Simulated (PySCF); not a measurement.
Pyrazine, C4H4N2.
Atom-mapped SMILES: `[cH:1]1[cH:2][n:3][cH:4][cH:5][n:6]1` (hydrogens: H7 on C1; H8 on C2; H9 on C4; H10 on C5)

The closed-shell ground state was solved at several levels (PySCF, density fitting, gas phase, non-relativistic). Isolated species at its PBE0-D3(BJ)/def2-SVP geometry, gas phase. The dipole stays under 0.02 D at every level.

| level | basis functions | total energy (Eh) | HOMO (eV) | LUMO (eV) | gap (eV) |
| --- | --- | --- | --- | --- | --- |
| B3LYP/cc-pVTZ | 236 | -264.4091 | -7.01 | -1.68 | 5.33 |
| B97-2/pcJ-1 | 202 | -264.2244 | -7.02 | -1.58 | 5.44 |
| LDA/pcJ-1 | 202 | -262.0357 | -5.84 | -2.74 | 3.10 |
| PBE0/def2-SVP | 104 | -263.8159 | -7.17 | -1.41 | 5.76 |
| B3LYP/def2-SVPD | 152 | -264.1390 | -7.10 | -1.83 | 5.27 |
| B3LYP/def2-TZVP | 210 | -264.4167 | -7.07 | -1.75 | 5.32 |
| CAM-B3LYP/def2-SVPD | 152 | -264.0005 | -8.78 | -0.49 | 8.29 |
| BHandHLYP/def2-SVPD | 152 | -263.9727 | -8.84 | -0.53 | 8.31 |
| mPW1PW91/pcSseg-2 | 272 | -264.3446 | -7.35 | -1.60 | 5.75 |

Q: What might HF/def2-SVPD (152 basis functions) give for the same quantities?

A: Total energy -262.4929 Eh, HOMO -9.86 eV, LUMO 2.11 eV, gap 11.97 eV.

Q: Over all these levels, which gives the widest orbital gap and which the narrowest?

A: HF/def2-SVPD (Hartree–Fock, all exact exchange) has the widest, 11.97 eV, and LDA/pcJ-1 (LDA) the narrowest, 3.10 eV. Functional and basis both differ between the two, so the spread mixes both effects. The HOMO need not be the same orbital at Hartree–Fock and at DFT levels.

Q: How much does the basis alone move the frontier levels among the 3 B3LYP rows?

A: The HOMO by 0.09 eV and the LUMO by 0.15 eV. By rising basis size (HOMO, LUMO in eV): def2-SVPD -7.10, -1.83; def2-TZVP -7.07, -1.75; cc-pVTZ -7.01, -1.68.

Q: In the def2-SVPD basis, how does the gap go with the fixed share of exact exchange?

A: B3LYP (20 %) 5.27 eV; BHandHLYP (50 %) 8.31 eV; HF (100 %) 11.97 eV. Each rise in the share widens the gap here.
